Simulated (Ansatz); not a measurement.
CH3Cl (`CCl`): measurement beside calculation (Ansatz, PBE0-D4/def2-TZVP geometry).

```xyz
5

C    -0.037   -0.086   -0.112
Cl    0.410    0.962    1.247
H     0.801   -0.135   -0.804
H    -0.909    0.336   -0.605
H    -0.265   -1.077    0.274
```

Measured: 13292.87667 ± 6.6e-05 MHz (B, vibrational ground state, CH3-35Cl, global fit of microwave and infrared line positions); 13088.16947 ± 0.00054 MHz (B, vibrational ground state, CH3-37Cl, global fit of microwave and infrared line positions). Source: High-resolution far-infrared spectroscopy and analysis of the $\nu$3 and $\nu$6 bands of chloromethane, 2023 (arxiv:2309.11877).

| constant | measured (MHz) | computed (MHz) | error (%) |
| --- | --- | --- | --- |
| B | 13293 | 13445 | 1.1 |
| B | 13088 | 13445 | 2.7 |

Computed constants are equilibrium values for the main isotopes; measured ground-state ones include zero-point motion, which usually lowers them by up to about 1 %.

Measured: 732.842105 ± 7.4e-05 cm⁻¹ (nu3 (A1, C-Cl stretch) fundamental, vibrational term of effective Hamiltonian, CH3-35Cl, high-resolution FTIR, effective Hamiltonian fit of line positions); 1018.071457 ± 6.3e-05 cm⁻¹ (nu6 (E, CH3 rock) fundamental, vibrational term of effective Hamiltonian, CH3-35Cl, high-resolution FTIR, effective Hamiltonian fit of line positions); 727.029509 ± 8.2e-05 cm⁻¹ (nu3 (A1, C-Cl stretch) fundamental, vibrational term of effective Hamiltonian, CH3-37Cl, high-resolution FTIR, effective Hamiltonian fit of line positions); 1017.682771 ± 8e-05 cm⁻¹ (nu6 (E, CH3 rock) fundamental, vibrational term of effective Hamiltonian, CH3-37Cl, high-resolution FTIR, effective Hamiltonian fit of line positions); 732.84 cm⁻¹ (nu3 (A1) fundamental band centre, C-Cl stretch, 12CH3 35Cl, high-resolution infrared spectroscopy (quoted)); 1018.07 cm⁻¹ (nu6 (E) fundamental band centre, CH3 rock, 12CH3 35Cl, high-resolution infrared spectroscopy (quoted)); 1354.88 cm⁻¹ (nu2 (A1) fundamental band centre, CH3 bend, 12CH3 35Cl, high-resolution infrared spectroscopy (quoted)); 1452.18 cm⁻¹ (nu5 (E) fundamental band centre, CH3 bend, 12CH3 35Cl, high-resolution infrared spectroscopy (quoted)); 2967.77 cm⁻¹ (nu1 (A1) fundamental band centre, C-H stretch, 12CH3 35Cl, high-resolution infrared spectroscopy (quoted)); 3037.14 cm⁻¹ (nu4 (E) fundamental band centre, C-H stretch, 12CH3 35Cl, high-resolution infrared spectroscopy (quoted)); 1018.07079 ± 4.3e-06 cm⁻¹ (nu6 fundamental band centre, E symmetry, 12CH3(35Cl), high-resolution FTIR spectroscopy). Source: High-resolution far-infrared spectroscopy and analysis of the $\nu$3 and $\nu$6 bands of chloromethane, 2023 (arxiv:2309.11877); ExoMol line lists - XXIX. The rotation-vibration spectrum of methyl chloride up to 1200 K, 2018 (arxiv:1806.03457); Effective Dipole Moment Model for Axially Symmetric C3v Molecules: Application to the Precise Study of Absolute Line Strengths of the ν6 Fundamental of CH335Cl, 2023 (pmc:10418978).

Harmonic PBE0-D4 wavenumbers (cm⁻¹, unscaled): 756, 1030, 1030, 1378, 1477, 1477, 3084, 3186, 3186. Fundamentals include anharmonicity and usually lie a few per cent under these; harmonic values from spectra compare directly.

Enthalpy of formation at 298 K: -19.6 kcal/mol (zero for an element's reference state; older measured values of the G2 set, as listed by Staroverov and co-workers, J. Chem. Phys. 119, 12129, 2003). With their computed zero-point and thermal terms and the atoms' enthalpies of Curtiss and co-workers (1997) it gives an electronic atomization energy of 394.5 kcal/mol.

```json
{"level": "LDA (SPW92)", "atomization (kcal/mol)": "447.0", "error": "52.5", "error per bond": "13.1"}
{"level": "PBE-D4", "atomization (kcal/mol)": "401.2", "error": "6.8", "error per bond": "1.7"}
{"level": "revPBE-D4", "atomization (kcal/mol)": "393.1", "error": "-1.4", "error per bond": "-0.3"}
{"level": "BLYP-D4", "atomization (kcal/mol)": "392.4", "error": "-2.1", "error per bond": "-0.5"}
{"level": "r2SCAN-D4", "atomization (kcal/mol)": "395.7", "error": "1.3", "error per bond": "0.3"}
{"level": "B97M-V", "atomization (kcal/mol)": "396.5", "error": "2.0", "error per bond": "0.5"}
{"level": "PBE0-D4", "atomization (kcal/mol)": "396.4", "error": "1.9", "error per bond": "0.5"}
{"level": "B3LYP-D4", "atomization (kcal/mol)": "394.5", "error": "0.0", "error per bond": "0.0"}
{"level": "r2SCANh-D4", "atomization (kcal/mol)": "394.1", "error": "-0.4", "error per bond": "-0.1"}
{"level": "r2SCAN0-D4", "atomization (kcal/mol)": "391.8", "error": "-2.7", "error per bond": "-0.7"}
{"level": "HSE06-D4", "atomization (kcal/mol)": "396.7", "error": "2.2", "error per bond": "0.6"}
{"level": "BHLYP-D4", "atomization (kcal/mol)": "385.2", "error": "-9.2", "error per bond": "-2.3"}
{"level": "CAM-B3LYP-D4", "atomization (kcal/mol)": "395.2", "error": "0.7", "error per bond": "0.2"}
{"level": "ωB97X-V", "atomization (kcal/mol)": "395.4", "error": "0.9", "error per bond": "0.2"}
{"level": "ωB97M-V", "atomization (kcal/mol)": "396.6", "error": "2.1", "error per bond": "0.5"}
{"level": "B2PLYP", "atomization (kcal/mol)": "391.1", "error": "-3.4", "error per bond": "-0.9"}
{"level": "PBE-QIDH", "atomization (kcal/mol)": "393.7", "error": "-0.8", "error per bond": "-0.2"}
{"level": "PBE", "atomization (kcal/mol)": "400.1", "error": "5.6", "error per bond": "1.4"}
{"level": "revPBE", "atomization (kcal/mol)": "388.7", "error": "-5.8", "error per bond": "-1.4"}
{"level": "BLYP", "atomization (kcal/mol)": "389.7", "error": "-4.8", "error per bond": "-1.2"}
{"level": "r2SCAN", "atomization (kcal/mol)": "395.5", "error": "1.0", "error per bond": "0.2"}
{"level": "PBE0", "atomization (kcal/mol)": "395.5", "error": "1.0", "error per bond": "0.2"}
{"level": "B3LYP", "atomization (kcal/mol)": "392.6", "error": "-1.9", "error per bond": "-0.5"}
{"level": "r2SCANh", "atomization (kcal/mol)": "393.8", "error": "-0.7", "error per bond": "-0.2"}
{"level": "r2SCAN0", "atomization (kcal/mol)": "391.5", "error": "-3.0", "error per bond": "-0.8"}
{"level": "HSE06", "atomization (kcal/mol)": "395.8", "error": "1.4", "error per bond": "0.3"}
{"level": "BHLYP", "atomization (kcal/mol)": "383.9", "error": "-10.5", "error per bond": "-2.6"}
{"level": "CAM-B3LYP", "atomization (kcal/mol)": "394.3", "error": "-0.2", "error per bond": "-0.1"}
{"level": "LC-ωPBE", "atomization (kcal/mol)": "392.2", "error": "-2.2", "error per bond": "-0.6"}
{"level": "HF/def2-TZVPP", "atomization (kcal/mol)": "296.3", "error": "-98.2", "error per bond": "-24.5"}
{"level": "MP2/def2-TZVPP", "atomization (kcal/mol)": "389.5", "error": "-5.0", "error per bond": "-1.2"}
{"level": "SCS-MP2/def2-TZVPP", "atomization (kcal/mol)": "389.0", "error": "-5.5", "error per bond": "-1.4"}
{"level": "CCSD/def2-TZVPP", "atomization (kcal/mol)": "381.4", "error": "-13.1", "error per bond": "-3.3"}
{"level": "CCSD(T)/def2-TZVPP", "atomization (kcal/mol)": "386.2", "error": "-8.3", "error per bond": "-2.1"}
{"level": "HF/def2-QZVPP", "atomization (kcal/mol)": "296.7", "error": "-97.8", "error per bond": "-24.4"}
{"level": "MP2/def2-QZVPP", "atomization (kcal/mol)": "395.1", "error": "0.6", "error per bond": "0.2"}
{"level": "SCS-MP2/def2-QZVPP", "atomization (kcal/mol)": "395.1", "error": "0.6", "error per bond": "0.2"}
{"level": "CCSD/def2-QZVPP", "atomization (kcal/mol)": "386.4", "error": "-8.1", "error per bond": "-2.0"}
{"level": "CCSD(T)/def2-QZVPP", "atomization (kcal/mol)": "391.6", "error": "-2.9", "error per bond": "-0.7"}
{"level": "HF/CBS(def2)", "atomization (kcal/mol)": "296.8", "error": "-97.7", "error per bond": "-24.4"}
{"level": "MP2/CBS(def2)", "atomization (kcal/mol)": "399.0", "error": "4.5", "error per bond": "1.1"}
{"level": "CCSD/CBS(def2)", "atomization (kcal/mol)": "389.8", "error": "-4.7", "error per bond": "-1.2"}
{"level": "CCSD(T)/CBS(def2)", "atomization (kcal/mol)": "395.3", "error": "0.8", "error per bond": "0.2"}
```

Functionals use def2-TZVPP; B3LYP here is the variant with VWN-RPA as its local correlation; programs differ in this. The calculations leave out spin–orbit coupling, scalar relativity and, for the correlated methods, core correlation; together these are worth up to about 1 kcal/mol a heavy atom. HSE06 is defined as in plane-wave codes. CBS extrapolates def2-TZVPP and def2-QZVPP. T1 = 0.009.
